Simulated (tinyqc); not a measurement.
Worked calculation (part 1 of 2): LCCD on RHF in the sto-3g basis, for CH3-, spin multiplicity 1. The basis has no diffuse functions, so it cannot describe the extra electron: this is an exercise in the method, not the real anion. Computed by tinyqc, a small Python program that keeps every step (integrals from PySCF). Settings: charge = -1, multiplicity = 1, basis = sto-3g, method = RHF, energy threshold = 1e-10, iteration cap = 60, orthogonalisation = symmetric, start = Wolfsberg-Helmholz matrix, DIIS depth = 6, amplitude equations = LCCD, DIIS depth for amplitudes = 0, cap on updates = 52. Command: `OMP_NUM_THREADS=1 python tinyqc.py 30105 30106 out.jsonl` (the two numbers bound the seeds that draw the settings). One thread of a shared host (Intel(R) Xeon(R) Processor @ 2.60GHz), about 0.1 s of CPU time with the checks. The early iterations of the SCF are left out here.

## One-electron integrals

Geometry (angstrom):
```
atom          x          y         z
C      0.000000   0.000000  0.050000
H      1.115000   0.000000  0.000000
H     -0.558000   0.966000  0.000000
H     -0.558000  -0.966000  0.000000
```

Basis sto-3g: exponents (1/bohr^2) and contraction coefficients of normalised primitives:
```
element  l (shell)   exponent  coefficient
C            s (1)  71.616837     0.154329
C            s (1)  13.045096     0.535328
C            s (1)   3.530512     0.444635
C            s (2)   2.941249    -0.099967
C            s (2)   0.683483     0.399513
C            s (2)   0.222290     0.700115
C            p (3)   2.941249     0.155916
C            p (3)   0.683483     0.607684
C            p (3)   0.222290     0.391957
H            s (1)   3.425251     0.154329
H            s (1)   0.623914     0.535328
H            s (1)   0.168855     0.444635
```

Overlap, kinetic and nuclear-attraction integrals over the contracted functions; the nuclear repulsion is the sum of Za Zb / Rab.

nuclear repulsion = 9.35298307 hartree

overlap S, lower triangle:
```
           1C 1s     1C 2s     1C 2px     1C 2py     1C 2pz     2H 1s     3H 1s     4H 1s
1C 1s   1.000000
1C 2s   0.248362  1.000000
1C 2px  0.000000  0.000000   1.000000
1C 2py  0.000000  0.000000   0.000000   1.000000
1C 2pz  0.000000  0.000000   0.000000   0.000000   1.000000
2H 1s   0.058592  0.475827   0.457702   0.000000  -0.020525  1.000000
3H 1s   0.058513  0.475498  -0.228835   0.396155  -0.020505  0.133185  1.000000
4H 1s   0.058513  0.475498  -0.228835  -0.396155  -0.020505  0.133185  0.133155  1.000000
```

kinetic energy T (hartree), lower triangle:
```
            1C 1s     1C 2s     1C 2px     1C 2py     1C 2pz      2H 1s      3H 1s     4H 1s
1C 1s   15.891122
1C 2s   -0.085890  0.472250
1C 2px   0.000000  0.000000   1.477728
1C 2py   0.000000  0.000000   0.000000   1.477728
1C 2pz   0.000000  0.000000   0.000000   0.000000   1.477728
2H 1s   -0.011305  0.098539   0.245100   0.000000  -0.010991   0.760032
3H 1s   -0.011320  0.098359  -0.122423   0.211937  -0.010970  -0.009138   0.760032
4H 1s   -0.011320  0.098359  -0.122423  -0.211937  -0.010970  -0.009138  -0.009140  0.760032
```

nuclear attraction V (hartree), lower triangle:
```
             1C 1s      1C 2s     1C 2px     1C 2py     1C 2pz      2H 1s      3H 1s      4H 1s
1C 1s   -35.074614
1C 2s    -4.545369  -6.576155
1C 2px   -0.000011  -0.000066  -6.594728
1C 2py    0.000000   0.000000   0.000000  -6.594514
1C 2pz    0.002169   0.022440   0.000006   0.000000  -6.413453
2H 1s    -1.090774  -2.640854  -2.351921   0.000000   0.110678  -4.563559
3H 1s    -1.089272  -2.638549   1.175615  -2.035198   0.110548  -0.677986  -4.562217
4H 1s    -1.089272  -2.638549   1.175615   2.035198   0.110548  -0.677986  -0.677694  -4.562217
```

core Hamiltonian H = T + V (hartree), lower triangle:
```
             1C 1s      1C 2s     1C 2px     1C 2py     1C 2pz      2H 1s      3H 1s      4H 1s
1C 1s   -19.183493
1C 2s    -4.631259  -6.103905
1C 2px   -0.000011  -0.000066  -5.117000
1C 2py    0.000000   0.000000   0.000000  -5.116786
1C 2pz    0.002169   0.022440   0.000006   0.000000  -4.935725
2H 1s    -1.102080  -2.542315  -2.106821   0.000000   0.099687  -3.803527
3H 1s    -1.100592  -2.540190   1.053192  -1.823260   0.099578  -0.687123  -3.802185
4H 1s    -1.100592  -2.540190   1.053192   1.823260   0.099578  -0.687123  -0.686834  -3.802185
```

## Two-electron integrals

Functions are numbered as in S; the eight-fold symmetry (ij|kl) = (ji|kl) = (kl|ij) leaves the list below.

Two-electron integrals (ij|kl) in chemists' order, unique and non-zero (hartree):
```
(11|11) 3.541948    (21|11) 0.576921    (21|21) 0.111888    (22|11) 0.854682
(22|21) 0.205284    (22|22) 0.624709    (31|31) 0.020296    (32|31) 0.030858
(32|32) 0.137996    (33|11) 0.852436    (33|21) 0.205335    (33|22) 0.624568
(33|33) 0.672833    (41|41) 0.020296    (42|41) 0.030858    (42|42) 0.137996
(43|43) 0.036269    (44|11) 0.852436    (44|21) 0.205335    (44|22) 0.624568
(44|33) 0.600295    (44|44) 0.672833    (51|51) 0.020296    (52|51) 0.030858
(52|52) 0.137996    (53|53) 0.036269    (54|54) 0.036269    (55|11) 0.852436
(55|21) 0.205335    (55|22) 0.624568    (55|33) 0.600295    (55|44) 0.600295
(55|55) 0.672833    (61|11) 0.137112    (61|21) 0.026423    (61|22) 0.048362
(61|31) 0.001622    (61|32) 0.003010    (61|33) 0.048710    (61|44) 0.048195
(61|51) -0.000073   (61|52) -0.000135   (61|53) -0.000023   (61|55) 0.048196
(61|61) 0.006382    (62|11) 0.319281    (62|21) 0.077664    (62|22) 0.258900
(62|31) 0.007389    (62|32) 0.050245    (62|33) 0.270854    (62|44) 0.252786
(62|51) -0.000331   (62|52) -0.002253   (62|53) -0.000810   (62|55) 0.252822
(62|61) 0.019121    (62|62) 0.139002    (63|11) 0.268042    (63|21) 0.066061
(63|22) 0.233514    (63|31) 0.013513    (63|32) 0.084100    (63|33) 0.256849
(63|44) 0.221707    (63|51) -0.000246   (63|52) -0.001892   (63|53) -0.001131
(63|55) 0.221738    (63|61) 0.017054    (63|62) 0.149006    (63|63) 0.174244
(64|41) 0.008018    (64|42) 0.041901    (64|43) 0.009914    (64|54) -0.000445
(64|64) 0.017400    (65|11) -0.012020   (65|21) -0.002962   (65|22) -0.010471
(65|31) -0.000246   (65|32) -0.001892   (65|33) -0.010629   (65|44) -0.009942
(65|51) 0.008029    (65|52) 0.041986    (65|53) 0.009945    (65|55) -0.010833
(65|61) -0.000765   (65|62) -0.006682   (65|63) -0.007033   (65|65) 0.017715
(66|11) 0.464254    (66|21) 0.114870    (66|22) 0.434316    (66|31) 0.014059
(66|32) 0.127169    (66|33) 0.480002    (66|44) 0.411153    (66|51) -0.000630
(66|52) -0.005703   (66|53) -0.003087   (66|55) 0.411291    (66|61) 0.028729
(66|62) 0.291483    (66|63) 0.345599    (66|65) -0.015498   (66|66) 0.774606
(71|11) 0.136924    (71|21) 0.026387    (71|22) 0.048296    (71|31) -0.000810
(71|32) -0.001504   (71|33) 0.048259    (71|41) 0.001403    (71|42) 0.002603
(71|43) -0.000223   (71|44) 0.048515    (71|51) -0.000073   (71|52) -0.000135
(71|53) 0.000012    (71|54) -0.000020   (71|55) 0.048131    (71|61) 0.006165
(71|62) 0.017897    (71|63) 0.014861    (71|64) 0.000647    (71|65) -0.000717
(71|66) 0.026305    (71|71) 0.006365    (72|11) 0.318991    (72|21) 0.077594
(72|22) 0.258685    (72|31) -0.003693   (72|32) -0.025115   (72|33) 0.257092
(72|41) 0.006393    (72|42) 0.043478    (72|43) -0.007821   (72|44) 0.266114
(72|51) -0.000331   (72|52) -0.002250   (72|53) 0.000405    (72|54) -0.000701
(72|55) 0.252610    (72|61) 0.017906    (72|62) 0.099820    (72|63) 0.083576
(72|64) 0.011805    (72|65) -0.004665   (72|66) 0.163843    (72|71) 0.019078
(72|72) 0.138796    (73|11) -0.133978   (73|21) -0.033020   (73|22) -0.116729
(73|31) 0.009383    (73|32) 0.052412    (73|33) -0.122652   (73|41) -0.002379
(73|42) -0.018267   (73|43) 0.011894    (73|44) -0.116568   (73|51) 0.000123
(73|52) 0.000946    (73|53) -0.000616   (73|54) 0.000297    (73|55) -0.110842
(73|61) -0.006878   (73|62) -0.031595   (73|63) -0.015790   (73|64) -0.002772
(73|65) 0.001447    (73|66) -0.041800   (73|71) -0.008513   (73|72) -0.074436
(73|73) 0.056568    (74|11) 0.231941    (74|21) 0.057164    (74|22) 0.202078
(74|31) -0.002379   (74|32) -0.018267   (74|33) 0.195178    (74|41) 0.012126
(74|42) 0.073484    (74|43) -0.010696   (74|44) 0.218955    (74|51) -0.000213
(74|52) -0.001637   (74|53) 0.000297    (74|54) -0.000958   (74|55) 0.191888
(74|61) 0.013201    (74|62) 0.078291    (74|63) 0.065123    (74|64) 0.020232
(74|65) -0.003584   (74|66) 0.128858    (74|71) 0.014737    (74|72) 0.128862
(74|73) -0.067859   (74|74) 0.134846    (75|11) -0.012005   (75|21) -0.002959
(75|22) -0.010460   (75|31) 0.000123    (75|32) 0.000946    (75|33) -0.010102
(75|41) -0.000213   (75|42) -0.001637   (75|43) 0.000297    (75|44) -0.010445
(75|51) 0.008020    (75|52) 0.041945    (75|53) -0.004970   (75|54) 0.008604
(75|55) -0.010820   (75|61) -0.000717   (75|62) -0.004664   (75|63) -0.003826
(75|64) -0.000540   (75|65) 0.011897    (75|66) -0.008133   (75|71) -0.000763
(75|72) -0.006670   (75|73) 0.003512    (75|74) -0.006081   (75|75) 0.017684
(76|11) 0.080723    (76|21) 0.019690    (76|22) 0.067743    (76|31) 0.000782
(76|32) 0.005625    (76|33) 0.068354    (76|41) 0.001356    (76|42) 0.009751
(76|43) 0.000373    (76|44) 0.068786    (76|51) -0.000140   (76|52) -0.001010
(76|53) -0.000135   (76|54) -0.000233   (76|55) 0.066023    (76|61) 0.004726
(76|62) 0.032496    (76|63) 0.032245    (76|64) 0.003492    (76|65) -0.001717
(76|66) 0.063512    (76|71) 0.004720    (76|72) 0.032475    (76|73) -0.013102
(76|74) 0.029655    (76|75) -0.001716   (76|76) 0.009250    (77|11) 0.464035
(77|21) 0.114817    (77|22) 0.434160    (77|31) -0.007027   (77|32) -0.063581
(77|33) 0.428225    (77|41) 0.012165    (77|42) 0.110071    (77|43) -0.029808
(77|44) 0.462610    (77|51) -0.000630   (77|52) -0.005697   (77|53) 0.001543
(77|54) -0.002671   (77|55) 0.411145    (77|61) 0.026329    (77|62) 0.163924
(77|63) 0.132520    (77|64) 0.028275    (77|65) -0.008139   (77|66) 0.272731
(77|71) 0.028677    (77|72) 0.291235    (77|73) -0.172749   (77|74) 0.299060
(77|75) -0.015479   (77|76) 0.063512    (77|77) 0.774606    (81|11) 0.136924
(81|21) 0.026387    (81|22) 0.048296    (81|31) -0.000810   (81|32) -0.001504
(81|33) 0.048259    (81|41) -0.001403   (81|42) -0.002603   (81|43) 0.000223
(81|44) 0.048515    (81|51) -0.000073   (81|52) -0.000135   (81|53) 0.000012
(81|54) 0.000020    (81|55) 0.048131    (81|61) 0.006165    (81|62) 0.017897
(81|63) 0.014861    (81|64) -0.000647   (81|65) -0.000717   (81|66) 0.026305
(81|71) 0.006157    (81|72) 0.017882    (81|73) -0.007988   (81|74) 0.012537
(81|75) -0.000716   (81|76) 0.004479    (81|77) 0.026294    (81|81) 0.006365
(82|11) 0.318991    (82|21) 0.077594    (82|22) 0.258685    (82|31) -0.003693
(82|32) -0.025115   (82|33) 0.257092    (82|41) -0.006393   (82|42) -0.043478
(82|43) 0.007821    (82|44) 0.266114    (82|51) -0.000331   (82|52) -0.002250
(82|53) 0.000405    (82|54) 0.000701    (82|55) 0.252610    (82|61) 0.017906
(82|62) 0.099820    (82|63) 0.083576    (82|64) -0.011805   (82|65) -0.004665
(82|66) 0.163843    (82|71) 0.017882    (82|72) 0.099746    (82|73) -0.052005
(82|74) 0.066438    (82|75) -0.004660   (82|76) 0.024855    (82|77) 0.163813
(82|81) 0.019078    (82|82) 0.138796    (83|11) -0.133978   (83|21) -0.033020
(83|22) -0.116729   (83|31) 0.009383    (83|32) 0.052412    (83|33) -0.122652
(83|41) 0.002379    (83|42) 0.018267    (83|43) -0.011894   (83|44) -0.116568
(83|51) 0.000123    (83|52) 0.000946    (83|53) -0.000616   (83|54) -0.000297
(83|55) -0.110842   (83|61) -0.006878   (83|62) -0.031595   (83|63) -0.015790
(83|64) 0.002772    (83|65) 0.001447    (83|66) -0.041800   (83|71) -0.007988
(83|72) -0.052005   (83|73) 0.038231    (83|74) -0.033943   (83|75) 0.002380
(83|76) -0.009929   (83|77) -0.090742   (83|81) -0.008513   (83|82) -0.074436
(83|83) 0.056568    (84|11) -0.231941   (84|21) -0.057164   (84|22) -0.202078
(84|31) 0.002379    (84|32) 0.018267    (84|33) -0.195178   (84|41) 0.012126
(84|42) 0.073484    (84|43) -0.010696   (84|44) -0.218955   (84|51) 0.000213
(84|52) 0.001637    (84|53) -0.000297   (84|54) -0.000958   (84|55) -0.191888
(84|61) -0.013201   (84|62) -0.078291   (84|63) -0.065123   (84|64) 0.020232
(84|65) 0.003584    (84|66) -0.128858   (84|71) -0.012537   (84|72) -0.066438
(84|73) 0.033943    (84|74) -0.033754   (84|75) 0.003041    (84|76) -0.017185
(84|77) -0.100580   (84|81) -0.014737   (84|82) -0.128862   (84|83) 0.067859
(84|84) 0.134846    (85|11) -0.012005   (85|21) -0.002959   (85|22) -0.010460
(85|31) 0.000123    (85|32) 0.000946    (85|33) -0.010102   (85|41) 0.000213
(85|42) 0.001637    (85|43) -0.000297   (85|44) -0.010445   (85|51) 0.008020
(85|52) 0.041945    (85|53) -0.004970   (85|54) -0.008604   (85|55) -0.010820
(85|61) -0.000717   (85|62) -0.004664   (85|63) -0.003826   (85|64) 0.000540
(85|65) 0.011897    (85|66) -0.008133   (85|71) -0.000716   (85|72) -0.004660
(85|73) 0.002380    (85|74) -0.003041   (85|75) 0.011887    (85|76) -0.001274
(85|77) -0.008131   (85|81) -0.000763   (85|82) -0.006670   (85|83) 0.003512
(85|84) 0.006081    (85|85) 0.017684    (86|11) 0.080723    (86|21) 0.019690
(86|22) 0.067743    (86|31) 0.000782    (86|32) 0.005625    (86|33) 0.068354
(86|41) -0.001356   (86|42) -0.009751   (86|43) -0.000373   (86|44) 0.068786
(86|51) -0.000140   (86|52) -0.001010   (86|53) -0.000135   (86|54) 0.000233
(86|55) 0.066023    (86|61) 0.004726    (86|62) 0.032496    (86|63) 0.032245
(86|64) -0.003492   (86|65) -0.001717   (86|66) 0.063512    (86|71) 0.004479
(86|72) 0.024855    (86|73) -0.009929   (86|74) 0.017185    (86|75) -0.001274
(86|76) 0.007384    (86|77) 0.040247    (86|81) 0.004720    (86|82) 0.032475
(86|83) -0.013102   (86|84) -0.029655   (86|85) -0.001716   (86|86) 0.009250
(87|11) 0.080683    (87|21) 0.019680    (87|22) 0.067716    (87|31) -0.001565
(87|32) -0.011260   (87|33) 0.068977    (87|44) 0.068111    (87|51) -0.000140
(87|52) -0.001009   (87|53) 0.000269    (87|55) 0.065996    (87|61) 0.004483
(87|62) 0.024864    (87|63) 0.019848    (87|65) -0.001275   (87|66) 0.040240
(87|71) 0.004718    (87|72) 0.032465    (87|73) -0.019139   (87|74) 0.026157
(87|75) -0.001715   (87|76) 0.007382    (87|77) 0.063496    (87|81) 0.004718
(87|82) 0.032465    (87|83) -0.019139   (87|84) -0.026157   (87|85) -0.001715
(87|86) 0.007382    (87|87) 0.009246    (88|11) 0.464035    (88|21) 0.114817
(88|22) 0.434160    (88|31) -0.007027   (88|32) -0.063581   (88|33) 0.428225
(88|41) -0.012165   (88|42) -0.110071   (88|43) 0.029808    (88|44) 0.462610
(88|51) -0.000630   (88|52) -0.005697   (88|53) 0.001543    (88|54) 0.002671
(88|55) 0.411145    (88|61) 0.026329    (88|62) 0.163924    (88|63) 0.132520
(88|64) -0.028275   (88|65) -0.008139   (88|66) 0.272731    (88|71) 0.026294
(88|72) 0.163813    (88|73) -0.090742   (88|74) 0.100580    (88|75) -0.008131
(88|76) 0.040247    (88|77) 0.272712    (88|81) 0.028677    (88|82) 0.291235
(88|83) -0.172749   (88|84) -0.299060   (88|85) -0.015479   (88|86) 0.063512
(88|87) 0.063496    (88|88) 0.774606
```

## Orthogonalisation

S = U s U^T; symmetric (Loewdin) form X = U s^(-1/2) U^T, so that X^T S X = 1.

eigenvalues of S: 0.275963  0.368905  0.369233  0.963304  1.002861  1.497612  1.497900  2.024222

X, lower triangle:
```
            1C 1s      1C 2s     1C 2px     1C 2py    1C 2pz      2H 1s      3H 1s     4H 1s
1C 1s    1.028345
1C 2s   -0.165375   1.405606
1C 2px  -0.000006   0.000167   1.182826
1C 2py   0.000000   0.000000   0.000000   1.182535
1C 2pz   0.001518  -0.016083  -0.000009   0.000000  1.000678
2H 1s    0.025357  -0.327829  -0.336280   0.000000  0.013877   1.250377
3H 1s    0.025350  -0.327419   0.168050  -0.290890  0.013855  -0.030424   1.249936
4H 1s    0.025350  -0.327419   0.168050   0.290890  0.013855  -0.030424  -0.030373  1.249936
```

## Iteration 7 (converged): orbitals

converged F (hartree), lower triangle:
```
             1C 1s      1C 2s     1C 2px     1C 2py    1C 2pz      2H 1s      3H 1s      4H 1s
1C 1s   -10.370157
1C 2s    -2.820813  -0.976568
1C 2px   -0.000003  -0.000151   0.277355
1C 2py    0.000000   0.000000   0.000000   0.277703
1C 2pz    0.004163   0.009210   0.000011   0.000000  0.226117
2H 1s    -0.678069  -0.486296  -0.228366   0.000000  0.015030  -0.085174
3H 1s    -0.677165  -0.485882   0.114178  -0.197705  0.015018  -0.148999  -0.084730
4H 1s    -0.677165  -0.485882   0.114178   0.197705  0.015018  -0.148999  -0.148906  -0.084730
```

Diagonalise F' = X^T F X, C = X C', fill 5 alpha and 5 beta electrons from the bottom; D = 2 C_occ C_occ^T. Each column has its largest component positive (the first on a tie).

F' = X^T F X (hartree), lower triangle:
```
            1          2          3          4         5          6          7         8
1  -10.128122
2   -1.592269   0.097717
3    0.000029   0.000052   0.671347
4    0.000000   0.000000   0.000000   0.671229
5    0.007307  -0.020201  -0.000003   0.000000  0.227595
6   -0.095068  -0.430464  -0.522540   0.000000  0.022802   0.391243
7   -0.094761  -0.430054   0.261225  -0.452212  0.022776  -0.055793   0.391024
8   -0.094761  -0.430054   0.261225   0.452212  0.022776  -0.055793  -0.055693  0.391024
```

orbital energies (hartree): MO1 -10.377422, MO2 -0.399197, MO3 -0.090527, MO4 -0.090329, MO5 0.225643, MO6 1.027744, MO7 1.208275, MO8 1.208870

coefficients C:
```
              MO1        MO2        MO3        MO4        MO5        MO6        MO7        MO8
1C 1s    0.992038  -0.208584   0.000032   0.000000  -0.015461  -0.242667   0.000000  -0.000295
1C 2s    0.035625   0.571192  -0.000190   0.000000   0.071410   1.411589   0.000000   0.002078
1C 2px   0.000003   0.000147   0.445450   0.000000   0.000010  -0.001278   0.000000   1.170562
1C 2py   0.000000   0.000000   0.000000   0.445436   0.000000   0.000000   1.170133   0.000000
1C 2pz  -0.000812  -0.015798  -0.000008   0.000000   0.997664  -0.081301   0.000000  -0.000119
2H 1s   -0.006999   0.267815   0.584280   0.000000  -0.018077  -0.711713   0.000000  -0.930949
3H 1s   -0.006994   0.267499  -0.292379   0.506220  -0.018081  -0.712825  -0.804955   0.464040
4H 1s   -0.006994   0.267499  -0.292379  -0.506220  -0.018081  -0.712825   0.804955   0.464040
```

D after iteration 7, lower triangle:
```
            1C 1s     1C 2s     1C 2px     1C 2py     1C 2pz      2H 1s      3H 1s     4H 1s
1C 1s    2.055770
1C 2s   -0.169809  0.665257
1C 2px  -0.000027  0.000001   0.396851
1C 2py   0.000000  0.000000   0.000000   0.396826
1C 2pz  -0.025870  0.124380   0.000007   0.000000   1.991169
2H 1s   -0.125015  0.302646   0.520613   0.000000  -0.044531   0.826967
3H 1s   -0.124927  0.302617  -0.260402   0.450977  -0.044512  -0.197630   0.827353
4H 1s   -0.124927  0.302617  -0.260402  -0.450977  -0.044512  -0.197630  -0.197684  0.827353
```

## Convergence

Stop when the energy changes by less than 1e-10 hartree and every element of the error matrix X^T (F D S - S D F) X is below 3e-06.

Course of the cycle:
```
iteration   E (hartree)     change  largest element of the error matrix
1          -38.45122715          -                             5.11e-01
2          -38.78483734  -3.34e-01                             6.32e-02
3          -38.79085638  -6.02e-03                             1.18e-02
4          -38.79123866  -3.82e-04                             1.66e-03
5          -38.79124595  -7.29e-06                             1.74e-04
6          -38.79124601  -5.82e-08                             7.26e-06
7          -38.79124601  -7.38e-11                             1.81e-07
```

PySCF RHF in the same basis = -38.79124601 hartree

Converged in 7 iterations.
